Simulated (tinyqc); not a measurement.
RKS/LDA (VWN5) in the sto-6g basis, for H2O, spin multiplicity 1, step by step (part 1 of 2). Computed by tinyqc, a small Python program that keeps every step (integrals from PySCF). Settings: charge = 0, multiplicity = 1, basis = sto-6g, energy threshold = 1e-08, iteration cap = 61, orthogonalisation = symmetric, start = core, DIIS depth = 0, method = RKS, functional = lda,vwn, grid = [20, 86]. Command: `OMP_NUM_THREADS=1 python tinyqc.py 23812 23813 out.jsonl` (the two numbers bound the seeds that draw the settings). One thread of a shared host (Intel(R) Xeon(R) Processor @ 2.60GHz), about 0.9 s of CPU time with the checks. Later iterations appear only in the table of the cycle.

## One-electron integrals

Geometry (angstrom):
```
atom         x          y         z
O     0.000000   0.000000  0.000000
H     0.000000   0.937000  0.800000
H     0.000000  -0.937000  0.800000
```

Basis sto-6g: exponents (1/bohr^2) and contraction coefficients of normalised primitives:
```
element  l (shell)     exponent  coefficient
O            s (1)  1355.584234     0.009164
O            s (1)   248.544885     0.049361
O            s (1)    69.533902     0.168538
O            s (1)    23.886772     0.370563
O            s (1)     9.275933     0.416492
O            s (1)     3.820341     0.130334
O            s (2)    52.187762    -0.013253
O            s (2)    10.329320    -0.046992
O            s (2)     3.210345    -0.033785
O            s (2)     1.235135     0.250242
O            s (2)     0.536420     0.595117
O            s (2)     0.245881     0.240706
O            p (3)    52.187762     0.003760
O            p (3)    10.329320     0.037679
O            p (3)     3.210345     0.173897
O            p (3)     1.235135     0.418036
O            p (3)     0.536420     0.425860
O            p (3)     0.245881     0.101708
H            s (1)    35.523221     0.009164
H            s (1)     6.513144     0.049361
H            s (1)     1.822143     0.168538
H            s (1)     0.625955     0.370563
H            s (1)     0.243077     0.416492
H            s (1)     0.100112     0.130334
```

Overlap, kinetic and nuclear-attraction integrals over the contracted functions; the nuclear repulsion is the sum of Za Zb / Rab.

nuclear repulsion = 7.15448151 hartree

overlap S, lower triangle:
```
           1O 1s     1O 2s    1O 2px     1O 2py    1O 2pz     2H 1s     3H 1s
1O 1s   1.000000
1O 2s   0.231145  1.000000
1O 2px  0.000000  0.000000  1.000000
1O 2py  0.000000  0.000000  0.000000   1.000000
1O 2pz  0.000000  0.000000  0.000000   0.000000  1.000000
2H 1s   0.029402  0.316626  0.000000   0.220419  0.188191  1.000000
3H 1s   0.029402  0.316626  0.000000  -0.220419  0.188191  0.146375  1.000000
```

kinetic energy T (hartree), lower triangle:
```
            1O 1s     1O 2s    1O 2px     1O 2py    1O 2pz      2H 1s     3H 1s
1O 1s   29.327197
1O 2s   -0.896024  0.842618
1O 2px   0.000000  0.000000  2.531309
1O 2py   0.000000  0.000000  0.000000   2.531309
1O 2pz   0.000000  0.000000  0.000000   0.000000  2.531309
2H 1s   -0.006538  0.032632  0.000000   0.090311  0.077106   0.768522
3H 1s   -0.006538  0.032632  0.000000  -0.090311  0.077106  -0.009856  0.768522
```

nuclear attraction V (hartree), lower triangle:
```
             1O 1s      1O 2s     1O 2px     1O 2py     1O 2pz      2H 1s      3H 1s
1O 1s   -62.117328
1O 2s    -6.349838  -9.857317
1O 2px    0.000000   0.000000  -9.812129
1O 2py    0.000000   0.000000   0.000000  -9.889847
1O 2pz   -0.012874  -0.151346   0.000000   0.000000  -9.868782
2H 1s    -0.921379  -2.318657   0.000000  -1.417212  -1.245899  -4.916246
3H 1s    -0.921379  -2.318657   0.000000   1.417212  -1.245899  -0.785125  -4.916246
```

core Hamiltonian H = T + V (hartree), lower triangle:
```
             1O 1s      1O 2s     1O 2px     1O 2py     1O 2pz      2H 1s      3H 1s
1O 1s   -32.790131
1O 2s    -7.245862  -9.014699
1O 2px    0.000000   0.000000  -7.280820
1O 2py    0.000000   0.000000   0.000000  -7.358539
1O 2pz   -0.012874  -0.151346   0.000000   0.000000  -7.337473
2H 1s    -0.927917  -2.286025   0.000000  -1.326901  -1.168792  -4.147724
3H 1s    -0.927917  -2.286025   0.000000   1.326901  -1.168792  -0.794980  -4.147724
```

## Two-electron integrals

Functions are numbered as in S; the eight-fold symmetry (ij|kl) = (ji|kl) = (kl|ij) leaves the list below.

Two-electron integrals (ij|kl) in chemists' order, unique and non-zero (hartree):
```
(11|11) 4.787491    (21|11) 0.675884    (21|21) 0.121505    (22|11) 1.117379
(22|21) 0.249212    (22|22) 0.817383    (31|31) 0.025762    (32|31) 0.039145
(32|32) 0.180664    (33|11) 1.117381    (33|21) 0.249212    (33|22) 0.817382
(33|33) 0.880663    (41|41) 0.025762    (42|41) 0.039145    (42|42) 0.180664
(43|43) 0.047461    (44|11) 1.117381    (44|21) 0.249212    (44|22) 0.817382
(44|33) 0.785741    (44|44) 0.880663    (51|51) 0.025762    (52|51) 0.039145
(52|52) 0.180664    (53|53) 0.047461    (54|54) 0.047461    (55|11) 1.117381
(55|21) 0.249212    (55|22) 0.817382    (55|33) 0.785741    (55|44) 0.785741
(55|55) 0.880663    (61|11) 0.091366    (61|21) 0.015759    (61|22) 0.031670
(61|33) 0.031603    (61|41) 0.000588    (61|42) 0.001157    (61|44) 0.031719
(61|51) 0.000502    (61|52) 0.000987    (61|54) 0.000099    (61|55) 0.031687
(61|61) 0.002083    (62|11) 0.246028    (62|21) 0.055758    (62|22) 0.205564
(62|33) 0.202016    (62|41) 0.003412    (62|42) 0.026296    (62|44) 0.208172
(62|51) 0.002913    (62|52) 0.022451    (62|54) 0.005255    (62|55) 0.206503
(62|61) 0.007288    (62|62) 0.067464    (63|31) 0.005870    (63|32) 0.034091
(63|43) 0.005295    (63|53) 0.004521    (63|63) 0.008975    (64|11) 0.143917
(64|21) 0.033047    (64|22) 0.129835    (64|33) 0.124215    (64|41) 0.007584
(64|42) 0.049325    (64|44) 0.138432    (64|51) 0.001463    (64|52) 0.013007
(64|54) 0.007618    (64|55) 0.126859    (64|61) 0.004494    (64|62) 0.051761
(64|64) 0.048155    (65|11) 0.122875    (65|21) 0.028216    (65|22) 0.110852
(65|33) 0.106053    (65|41) 0.001463    (65|42) 0.013007    (65|44) 0.109150
(65|51) 0.007119    (65|52) 0.045196    (65|54) 0.007939    (65|55) 0.117352
(65|61) 0.003837    (65|62) 0.044193    (65|64) 0.033452    (65|65) 0.037535
(66|11) 0.424111    (66|21) 0.097879    (66|22) 0.414721    (66|33) 0.399545
(66|41) 0.006913    (66|42) 0.074918    (66|44) 0.425878    (66|51) 0.005902
(66|52) 0.063964    (66|54) 0.022483    (66|55) 0.418740    (66|61) 0.012879
(66|62) 0.182122    (66|64) 0.158908    (66|65) 0.135674    (66|66) 0.774999
(71|11) 0.091366    (71|21) 0.015759    (71|22) 0.031670    (71|33) 0.031603
(71|41) -0.000588   (71|42) -0.001157   (71|44) 0.031719    (71|51) 0.000502
(71|52) 0.000987    (71|54) -0.000099   (71|55) 0.031687    (71|61) 0.002054
(71|62) 0.007056    (71|64) 0.004002    (71|65) 0.003719    (71|66) 0.012376
(71|71) 0.002083    (72|11) 0.246028    (72|21) 0.055758    (72|22) 0.205564
(72|33) 0.202016    (72|41) -0.003412   (72|42) -0.026296   (72|44) 0.208172
(72|51) 0.002913    (72|52) 0.022451    (72|54) -0.005255   (72|55) 0.206503
(72|61) 0.007056    (72|62) 0.053431    (72|64) 0.028675    (72|65) 0.034083
(72|66) 0.115567    (72|71) 0.007288    (72|72) 0.067464    (73|31) 0.005870
(73|32) 0.034091    (73|43) -0.005295   (73|53) 0.004521    (73|63) 0.006841
(73|73) 0.008975    (74|11) -0.143917   (74|21) -0.033047   (74|22) -0.129835
(74|33) -0.124215   (74|41) 0.007584    (74|42) 0.049325    (74|44) -0.138432
(74|51) -0.001463   (74|52) -0.013007   (74|54) 0.007618    (74|55) -0.126859
(74|61) -0.004002   (74|62) -0.028675   (74|64) -0.009065   (74|65) -0.017951
(74|66) -0.057571   (74|71) -0.004494   (74|72) -0.051761   (74|74) 0.048155
(75|11) 0.122875    (75|21) 0.028216    (75|22) 0.110852    (75|33) 0.106053
(75|41) -0.001463   (75|42) -0.013007   (75|44) 0.109150    (75|51) 0.007119
(75|52) 0.045196    (75|54) -0.007939   (75|55) 0.117352    (75|61) 0.003719
(75|62) 0.034083    (75|64) 0.017951    (75|65) 0.028196    (75|66) 0.079961
(75|71) 0.003837    (75|72) 0.044193    (75|74) -0.033452   (75|75) 0.037535
(76|11) 0.077239    (76|21) 0.017715    (76|22) 0.071611    (76|33) 0.069863
(76|44) 0.071068    (76|51) 0.001388    (76|52) 0.013077    (76|55) 0.073901
(76|61) 0.002293    (76|62) 0.023987    (76|64) 0.016052    (76|65) 0.017677
(76|66) 0.070450    (76|71) 0.002293    (76|72) 0.023987    (76|74) -0.016052
(76|75) 0.017677    (76|76) 0.011177    (77|11) 0.424111    (77|21) 0.097879
(77|22) 0.414721    (77|33) 0.399545    (77|41) -0.006913   (77|42) -0.074918
(77|44) 0.425878    (77|51) 0.005902    (77|52) 0.063964    (77|54) -0.022483
(77|55) 0.418740    (77|61) 0.012376    (77|62) 0.115567    (77|64) 0.057571
(77|65) 0.079961    (77|66) 0.280836    (77|71) 0.012879    (77|72) 0.182122
(77|74) -0.158908   (77|75) 0.135674    (77|76) 0.070450    (77|77) 0.774999
```

## Orthogonalisation

S = U s U^T; symmetric (Loewdin) form X = U s^(-1/2) U^T, so that X^T S X = 1.

eigenvalues of S: 0.512556  0.606617  0.885730  1.000000  1.105778  1.247008  1.642310

X, lower triangle:
```
            1O 1s      1O 2s    1O 2px     1O 2py     1O 2pz      2H 1s     3H 1s
1O 1s    1.021942
1O 2s   -0.128552   1.106353
1O 2px   0.000000   0.000000  1.000000
1O 2py   0.000000   0.000000  0.000000   1.045324
1O 2pz  -0.005180   0.049690  0.000000   0.000000   1.028881
2H 1s    0.014802  -0.172399  0.000000  -0.133697  -0.100577   1.083777
3H 1s    0.014802  -0.172399  0.000000   0.133697  -0.100577  -0.050332  1.083777
```

## Starting guess

The start is the orbitals of the core Hamiltonian; D = 2 C_occ C_occ^T.

D at the start, lower triangle:
```
            1O 1s      1O 2s    1O 2px     1O 2py     1O 2pz     2H 1s     3H 1s
1O 1s    2.120395
1O 2s   -0.534356   2.365546
1O 2px   0.000000   0.000000  2.000000
1O 2py   0.000000   0.000000  0.000000   2.157582
1O 2pz  -0.027975   0.160936  0.000000   0.000000   2.100514
2H 1s    0.055403  -0.235335  0.000000  -0.223601  -0.169103  0.057806
3H 1s    0.055403  -0.235335  0.000000   0.223601  -0.169103  0.011460  0.057806
```

## Iteration 1: exchange-correlation on the grid

Becke grid with 20 radial and 86 angular points per atom, points of zero weight dropped. rho = sum D_ij phi_i phi_j; V_xc,ij = sum w v_xc phi_i phi_j; v_xc is d(rho eps)/d rho.

The 8 grid points with the largest w rho, of 5160 (bohr, atomic units):
```
x                  y         z         w       rho     eps_xc       v_xc
0.725653   -0.197586  0.725653  0.049296  0.511899  -0.656893  -0.861930
-0.725653  -0.197586  0.725653  0.049296  0.511899  -0.656893  -0.861930
0.725653    0.197586  0.725653  0.049296  0.511899  -0.656893  -0.861930
-0.725653   0.197586  0.725653  0.049296  0.511899  -0.656893  -0.861930
0.391112    0.000000  0.969131  0.048770  0.515925  -0.658501  -0.864057
-0.391112   0.000000  0.969131  0.048770  0.515925  -0.658501  -0.864057
0.969131    0.000000  0.391112  0.049486  0.505766  -0.654426  -0.858670
-0.969131   0.000000  0.391112  0.049486  0.505766  -0.654426  -0.858670
```

electrons on the grid, sum of w rho = 10.000628

E_xc = sum of w rho eps_xc = -9.71345356 hartree

V_xc (hartree), lower triangle:
```
            1O 1s      1O 2s     1O 2px     1O 2py     1O 2pz      2H 1s      3H 1s
1O 1s   -2.950938
1O 2s   -0.388529  -0.838911
1O 2px   0.000000   0.000000  -0.839719
1O 2py   0.000000   0.000000   0.000000  -0.838398
1O 2pz  -0.000849  -0.000221   0.000000   0.000000  -0.838579
2H 1s   -0.053685  -0.177783   0.000000  -0.100510  -0.085368  -0.199394
3H 1s   -0.053685  -0.177783   0.000000   0.100510  -0.085368  -0.046353  -0.199394
```

## Iteration 1: building the Kohn-Sham matrix

J_ij = sum D_kl (ij|kl); F = H + J + V_xc; E = tr D H + tr D J / 2 + E_xc + E_nn.

Coulomb J (hartree), lower triangle:
```
            1O 1s     1O 2s    1O 2px     1O 2py    1O 2pz     2H 1s     3H 1s
1O 1s   18.692555
1O 2s    3.366490  8.823754
1O 2px   0.000000  0.000000  8.825389
1O 2py   0.000000  0.000000  0.000000   8.822839
1O 2pz   0.003117  0.000536  0.000000   0.000000  8.823029
2H 1s    0.439163  2.142366  0.000000   1.327647  1.132517  4.149099
3H 1s    0.439163  2.142366  0.000000  -1.327647  1.132517  0.726682  4.149099
```

Kohn-Sham matrix F (hartree), lower triangle:
```
             1O 1s      1O 2s    1O 2px     1O 2py     1O 2pz      2H 1s      3H 1s
1O 1s   -17.048513
1O 2s    -4.267901  -1.029856
1O 2px    0.000000   0.000000  0.704850
1O 2py    0.000000   0.000000  0.000000   0.625903
1O 2pz   -0.010605  -0.151031  0.000000   0.000000   0.646976
2H 1s    -0.542438  -0.321442  0.000000  -0.099764  -0.121642  -0.198018
3H 1s    -0.542438  -0.321442  0.000000   0.099764  -0.121642  -0.114651  -0.198018
```

total energy of this density = -73.76380792 hartree

## Iteration 1: diagonalisation and new density

Diagonalise F' = X^T F X, C = X C', fill 5 alpha and 5 beta electrons from the bottom; D = 2 C_occ C_occ^T. Each column has its largest component positive (the first on a tie).

F' = X^T F X (hartree), lower triangle:
```
            1          2         3          4          5          6          7
1  -16.731084
2   -2.339025  -0.160441
3    0.000000   0.000000  0.704850
4    0.000000   0.000000  0.000000   0.736716
5   -0.017418  -0.058484  0.000000   0.000000   0.718074
6   -0.053869  -0.187444  0.000000  -0.196671  -0.158832  -0.067131
7   -0.053869  -0.187444  0.000000   0.196671  -0.158832  -0.042787  -0.067131
```

orbital energies (hartree): MO1 -17.055698, MO2 -0.307557, MO3 -0.115154, MO4 0.304675, MO5 0.704850, MO6 0.775210, MO7 0.827526

coefficients C:
```
              MO1        MO2        MO3        MO4       MO5        MO6        MO7
1O 1s    0.994737  -0.117801   0.000000  -0.240371  0.000000  -0.014106   0.000000
1O 2s    0.022963   0.338068   0.000000   1.082487  0.000000   0.125935   0.000000
1O 2px   0.000000   0.000000   0.000000   0.000000  1.000000   0.000000   0.000000
1O 2py   0.000000   0.000000   0.144704   0.000000  0.000000   0.000000   1.052385
1O 2pz   0.002296   0.121314   0.000000  -0.027378  0.000000   1.032401   0.000000
2H 1s   -0.004312   0.517448   0.720836  -0.475786  0.000000  -0.282696  -0.375994
3H 1s   -0.004312   0.517448  -0.720836  -0.475786  0.000000  -0.282696   0.375994
```

D after iteration 1, lower triangle:
```
            1O 1s      1O 2s    1O 2px     1O 2py    1O 2pz      2H 1s     3H 1s
1O 1s    2.122315
1O 2s   -0.554362   2.573192
1O 2px   0.000000   0.000000  2.000000
1O 2py   0.000000   0.000000  0.000000   0.041878
1O 2pz  -0.010852   0.022857  0.000000   0.000000  0.030944
2H 1s    0.098239  -0.680397  0.000000   0.208615  0.151579   2.027496
3H 1s    0.098239  -0.680397  0.000000  -0.208615  0.151579  -0.050923  2.027496
```

## Iteration 2: exchange-correlation on the grid

As before.

The 8 grid points with the largest w rho, of 5160 (bohr, atomic units):
```
x                  y         z         w       rho     eps_xc       v_xc
-1.045076   0.000000  0.000000  0.048416  0.500239  -0.652186  -0.855708
1.045076    0.000000  0.000000  0.048416  0.500239  -0.652186  -0.855708
-0.969131   0.000000  0.391112  0.049486  0.452067  -0.631910  -0.828908
0.969131    0.000000  0.391112  0.049486  0.452067  -0.631910  -0.828908
-0.969131  -0.391112  0.000000  0.049485  0.451538  -0.631679  -0.828603
0.969131   -0.391112  0.000000  0.049485  0.451538  -0.631679  -0.828603
-0.969131   0.391112  0.000000  0.049485  0.451538  -0.631679  -0.828603
0.969131    0.391112  0.000000  0.049485  0.451538  -0.631679  -0.828603
```

electrons on the grid, sum of w rho = 10.000345

E_xc = sum of w rho eps_xc = -8.33660770 hartree

V_xc (hartree), lower triangle:
```
            1O 1s      1O 2s     1O 2px     1O 2py     1O 2pz      2H 1s      3H 1s
1O 1s   -2.909931
1O 2s   -0.357421  -0.704404
1O 2px   0.000000   0.000000  -0.762130
1O 2py   0.000000   0.000000   0.000000  -0.679372
1O 2pz  -0.000631  -0.020048   0.000000   0.000000  -0.671683
2H 1s   -0.049941  -0.182731   0.000000  -0.119937  -0.107580  -0.525697
3H 1s   -0.049941  -0.182731   0.000000   0.119937  -0.107580  -0.066697  -0.525697
```

## Iteration 2: building the Kohn-Sham matrix

As before.

Coulomb J (hartree), lower triangle:
```
            1O 1s     1O 2s    1O 2px     1O 2py    1O 2pz     2H 1s     3H 1s
1O 1s   15.875368
1O 2s    2.751788  7.195630
1O 2px   0.000000  0.000000  7.260556
1O 2py   0.000000  0.000000  0.000000   7.178379
1O 2pz   0.022828  0.242995  0.000000   0.000000  7.147955
2H 1s    0.361578  1.906105  0.000000   1.230549  1.108698  4.580499
3H 1s    0.361578  1.906105  0.000000  -1.230549  1.108698  0.718377  4.580499
```

Kohn-Sham matrix F (hartree), lower triangle:
```
             1O 1s      1O 2s     1O 2px     1O 2py     1O 2pz      2H 1s      3H 1s
1O 1s   -19.824694
1O 2s    -4.851495  -2.523472
1O 2px    0.000000   0.000000  -0.782394
1O 2py    0.000000   0.000000   0.000000  -0.859531
1O 2pz    0.009324   0.071601   0.000000   0.000000  -0.861202
2H 1s    -0.616280  -0.562651   0.000000  -0.216289  -0.167674  -0.092922
3H 1s    -0.616280  -0.562651   0.000000   0.216289  -0.167674  -0.143300  -0.092922
```

total energy of this density = -74.05390574 hartree

## Iteration 2: diagonalisation and new density

As before.

F' = X^T F X (hartree), lower triangle:
```
            1          2          3          4          5          6         7
1  -19.504319
2   -2.425472  -1.664427
3    0.000000   0.000000  -0.782394
4    0.000000   0.000000   0.000000  -0.816499
5   -0.016794   0.114069   0.000000   0.000000  -0.834119
6   -0.067985  -0.236158   0.000000  -0.151659  -0.108953   0.112132
7   -0.067985  -0.236158   0.000000   0.151659  -0.108953  -0.053117  0.112132
```

orbital energies (hartree): MO1 -19.829179, MO2 -1.420800, MO3 -0.861310, MO4 -0.853744, MO5 -0.782394, MO6 0.159873, MO7 0.210060

coefficients C:
```
              MO1        MO2        MO3        MO4       MO5        MO6        MO7
1O 1s    0.996026  -0.251719   0.000000  -0.028812  0.000000   0.071384   0.000000
1O 2s    0.017444   1.026975   0.000000   0.111712  0.000000  -0.484762   0.000000
1O 2px   0.000000   0.000000   0.000000   0.000000  1.000000   0.000000   0.000000
1O 2py   0.000000   0.000000   0.984562   0.000000  0.000000   0.000000  -0.398863
1O 2pz   0.000592  -0.122981   0.000000   0.979571  0.000000  -0.326557   0.000000
2H 1s   -0.003053  -0.011863   0.033136   0.030287  0.000000   0.756963   0.812329
3H 1s   -0.003053  -0.011863  -0.033136   0.030287  0.000000   0.756963  -0.812329
```

D after iteration 2, lower triangle:
```
            1O 1s      1O 2s    1O 2px     1O 2py    1O 2pz      2H 1s     3H 1s
1O 1s    2.112522
1O 2s   -0.488707   2.134922
1O 2px   0.000000   0.000000  2.000000
1O 2py   0.000000   0.000000  0.000000   1.938723
1O 2pz   0.006644  -0.033716  0.000000   0.000000  1.949368
2H 1s   -0.001855  -0.017706  0.000000   0.065249  0.062251   0.004331
3H 1s   -0.001855  -0.017706  0.000000  -0.065249  0.062251  -0.000061  0.004331
```
